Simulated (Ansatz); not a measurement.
# BNHS+ (triplet): wave-function methods side by side, def2-TZVPP

An exercise on one series of results from a longer session: the logs are not shown, and one member is left open.

Method: def2-TZVPP, core rule «outside noble gas», up to 7 orbitals frozen; program: Ansatz 0.2.0, Gaussian basis.

To be run: UHF; ROHF; CCSD(T) on UHF.

2 further runs of the same task are left out: 2 set aside as unsound or not needed.

**The geometry**

The geometry is a PBE0/def2-TZVP stationary point (not a proven minimum) of the parent state, kept for this charge and spin.

4 atoms, charge 1, spin multiplicity 3.

Atoms are counted from 1 here; the program's logs count them from 0.

Bond lengths: B1–N2 1.256 Å, B1–H4 1.170 Å, N2–S3 1.585 Å. Angles: N2–B1–H4 180.0°, B1–N2–S3 180.0°.

Set-up of the first run:

File in.yaml:

```yaml
crystal:
  periodic: [false, false, false]
  atoms:
    - {symbol: B, position_ang: [0.000000, 0.000000, 0.731700]}
    - {symbol: N, position_ang: [0.000000, 0.000000, -0.524000]}
    - {symbol: S, position_ang: [0.000000, 0.000000, -2.109200]}
    - {symbol: H, position_ang: [0.000000, 0.000000, 1.901500]}
basis:
  gaussian: {orbitals: def2-TZVPP}
total_charge: 1
magnetization: {spin_polarized: true, initial_magnetization: 2}
hamiltonian: {xc: hf}
output: {orbitals: {seedname: orbitals}}
```

On the command line:

```sh
ansatz run in.yaml --threads 1 --pin off --events-out ev --progress --plain --max-ram 2816MiB --backend cpu
```

Steps of the session up to this table: UHF; ROHF; CCSD(T) on UHF.

One table of the session follows, with a row left open; its other results are not shown here.

| method | from UCCSD(T) (kJ/mol) |
| --- | --- |
| ROHF | +1189.6 |
| UHF | ? |
| UMP2 | +126.0 |
| UCCSD | +56.8 |
| UCCSD(T) | 0 |

Q: Estimate the row for UHF from the others.

As computed: from UCCSD(T) (kJ/mol): +1163.6. In the column «from UCCSD(T) (kJ/mol)» it lies between UMP2 (+126.0) and ROHF (+1189.6).
